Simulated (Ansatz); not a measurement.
System: CHO (charge -1, singlet). It need not be the lowest isomer of its formula. Whether it binds its extra electron was not tested at this geometry. 
Structure (B3LYP-D3(BJ)/def2-TZVP (Ansatz, a first-principles code) minimum search):
```xyz
3

O      0.0138    -0.0021     0.6072
C     -0.0215     0.1626    -0.6116
H      0.0184    -0.9591    -1.1879
```
Charge -1, spin multiplicity 1.

Basis-set convergence of Hartree-Fock and MP2 correlation energies (hartree) with Ansatz. Cores are frozen in the correlated levels unless marked. Spin-orbit coupling is left out. Non-relativistic. This anion needs diffuse functions, which these sets lack.

```tsv
basis	functions	E(HF)	E(corr, MP2)
cc-pVDZ	33	-113.20637	-0.31262
cc-pVTZ	74	-113.24962	-0.39681
cc-pVQZ	140	-113.26298	-0.42829
cc-pV5Z	237	?	?
```

Q: What belongs in the gaps?

A: 
- cc-pV5Z, E(HF): -113.26822
- cc-pV5Z, E(corr, MP2): -0.44188
